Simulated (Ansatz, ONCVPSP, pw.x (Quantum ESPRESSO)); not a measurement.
## pw.x on sc Mo: one setting changed

Potential: optimised norm-conserving Vanderbilt (ONCV), ONCVPSP 4.0.1.1 (patched build), LDA (Perdew-Wang 92); core [Ar] 3d10, reference 4s2 4p6 4d5 5s1; waves: 4s+5s: rc 2.10 bohr, ncon 4, nbas 7, qcut 4.6 1/bohr, 2 projectors; 4p: rc 1.15 bohr, ncon 4, nbas 8, qcut 8.7 1/bohr, 2 projectors, debl 3.9 Ha; 4d: rc 2.35 bohr, ncon 4, nbas 9, qcut 5.2 1/bohr, 1 projector; f scattering state at 0.14 Ha: rc 1.90 bohr, ncon 4, nbas 8, qcut 5.2 1/bohr, 2 projectors, debl 3 Ha; local part: polynomial inside 0.90 bohr (lpopt 3, dvloc0 6 Ha); core correction: polynomial model core, fcfact 0.65.

The reference run (k-mesh 13³, cutoffs 95/380 Ry, Fermi–Dirac 0.01 Ry, mixing_beta 0.4, conv_thr 1e-9, no spin) gives -0.77 GPa at 16.819 Å³/atom, where all-electron LAPW gives -1.72 GPa. This run, with its own iteration cap, changes degauss to 0.005.

```
&control
  calculation='scf', prefix='x', pseudo_dir='./', outdir='./tmp', tstress=.true., disk_io='none'
/
&system
  ibrav=0, nat=1, ntyp=1, ecutwfc=95, ecutrho=380, nbnd=15,
  occupations='smearing', smearing='fd', degauss=0.005
/
&electrons
  conv_thr=1e-09, mixing_beta=0.4, electron_maxstep=60
/
ATOMIC_SPECIES
Mo 1.0 Mo.UPF
CELL_PARAMETERS angstrom
  2.56212348 0.00000000 0.00000000
  0.00000000 2.56212348 0.00000000
  0.00000000 0.00000000 2.56212348
ATOMIC_POSITIONS crystal
Mo 0.0000 0.0000 0.0000
K_POINTS automatic
13 13 13 0 0 0
```

```bash
pw.x < Mo.scf.in > Mo.scf.out
```

How does the run end?

It converges in 8 iterations; the free energy moves by +16.6 meV/atom and the pressure by -0.23 GPa. In a metal, with Fermi–Dirac smearing, F lies below its zero-width value by a term in the square of the width.

```
Message from routine setup:
     using ibrav=0 with symmetry is DISCOURAGED, use correct ibrav instead
     lattice parameter (alat)  =       4.8417  a.u.
     unit-cell volume          =     113.5002 (a.u.)^3
     number of electrons       =        14.00
     number of Kohn-Sham states=           15
     kinetic-energy cutoff     =      95.0000  Ry
     charge density cutoff     =     380.0000  Ry
     scf convergence threshold =      1.0E-09
     Exchange-correlation= SLA  PW   NOGX NOGC
     number of k points=    84  Fermi-Dirac smearing, width (Ry)=  0.0050
     iteration #  1     ecut=    95.00 Ry     beta= 0.40
     total energy              =    -166.48438625 Ry
     estimated scf accuracy    <       0.06991700 Ry
     iteration #  2     ecut=    95.00 Ry     beta= 0.40
     total energy              =    -166.48787763 Ry
     estimated scf accuracy    <       0.00788421 Ry
     iteration #  3     ecut=    95.00 Ry     beta= 0.40
     total energy              =    -166.48852129 Ry
     estimated scf accuracy    <       0.00073499 Ry
     iteration #  4     ecut=    95.00 Ry     beta= 0.40
     total energy              =    -166.48855616 Ry
     estimated scf accuracy    <       0.00000710 Ry
     iteration #  5     ecut=    95.00 Ry     beta= 0.40
     total energy              =    -166.48855811 Ry
     estimated scf accuracy    <       0.00000102 Ry
     iteration #  6     ecut=    95.00 Ry     beta= 0.40
     total energy              =    -166.48855831 Ry
     estimated scf accuracy    <       0.00000003 Ry
     iteration #  7     ecut=    95.00 Ry     beta= 0.40
     total energy              =    -166.48855831 Ry
     estimated scf accuracy    <          5.5E-09 Ry
     iteration #  8     ecut=    95.00 Ry     beta= 0.40
     the Fermi energy is    19.2916 ev
!    total energy              =    -166.48855831 Ry
     estimated scf accuracy    <          5.9E-10 Ry
     smearing contrib. (-TS)   =      -0.00072286 Ry
     The total energy is F=E-TS. E is the sum of the following terms:
     one-electron contribution =     -24.39830806 Ry
     hartree contribution      =      20.79549846 Ry
     xc contribution           =     -48.02682211 Ry
     ewald contribution        =    -114.85820374 Ry
     convergence has been achieved in   8 iterations
          total   stress  (Ry/bohr**3)                   (kbar)     P=      -10.01
     Message from routine punch:
     Nothing written, as per user request (disk_io='none')
```

The run took about 32 s on one core of a shared host (Neoverse-N1, 64 threads, 124 GiB, load 60).
